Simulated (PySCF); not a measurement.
Molecule: `InChI=1S/C6H6/c1-3-5-6-4-2/h1,4-6H,2H2/b6-5-`.

Molfile (atoms numbered from 1):
```
C6H6
     RDKit          3D

 12 11  0  0  0  0  0  0  0  0999 V2000
    2.7447   -0.8554   -0.3792 C   0  0  0  0  0  0  0  0  0  0  0  0
    1.8894   -0.0472   -0.0752 C   0  0  0  0  0  0  0  0  0  0  0  0
    0.9131    0.9184    0.2829 C   0  0  0  0  0  0  0  0  0  0  0  0
   -0.4197    0.6877    0.3437 C   0  0  0  0  0  0  0  0  0  0  0  0
   -1.0595   -0.5777    0.0541 C   0  0  0  0  0  0  0  0  0  0  0  0
   -2.3851   -0.7744    0.1229 C   0  0  0  0  0  0  0  0  0  0  0  0
    3.5003   -1.5706   -0.6465 H   0  0  0  0  0  0  0  0  0  0  0  0
    1.2874    1.9188    0.5241 H   0  0  0  0  0  0  0  0  0  0  0  0
   -1.0700    1.5196    0.6340 H   0  0  0  0  0  0  0  0  0  0  0  0
   -0.4005   -1.4039   -0.2349 H   0  0  0  0  0  0  0  0  0  0  0  0
   -3.0675    0.0325    0.4085 H   0  0  0  0  0  0  0  0  0  0  0  0
   -2.8300   -1.7460   -0.1039 H   0  0  0  0  0  0  0  0  0  0  0  0
  1  2  3  0
  2  3  1  0
  3  4  2  0
  4  5  1  0
  5  6  2  0
  1  7  1  0
  3  8  1  0
  4  9  1  0
  5 10  1  0
  6 11  1  0
  6 12  1  0
M  END
```

Spin–spin couplings on one PBE0-D3(BJ)/def2-SVP geometry, PySCF 2.14, gas phase, non-relativistic, equivalent pairs averaged (without the spin–dipole term); isotopes 13C, 1H; functional B3LYP.

How do the couplings (Hz) change with the basis set? Times are CPU seconds on shared hosts with different chips, so compare them loosely. Far from the basis limit: 6-31G*, 6-31G-J, pcJ-0, def2-TZVP, cc-pVTZ.

## Answers


```tsv
basis set	functions	1J(C1,H7)	1J(C1,C2)	1J(C3,H8)	1J(C6,H12)	1J(C6,H11)	1J(C5,H10)	1J(C4,H9)	core-s
6-31G*	96	240.6	187.3	172.9	171.2	167.6	164.2	161.0	7.9
6-31G-J	96	286.8	198.5	179.8	176.5	171.1	169.6	169.5	7.1
pcJ-0	96	261.6	167.2	155.9	150.4	145.4	147.6	146.5	6.6
def2-TZVP	222	260.8	196.7	166.3	162.5	157.4	157.8	157.5	25
cc-pVTZ	264	259.0	287.8	155.9	155.1	150.1	148.8	148.9	32
```

The Fermi-contact term samples the wavefunction at the nucleus, which is why sets with added tight s functions (names with J) are made for couplings.
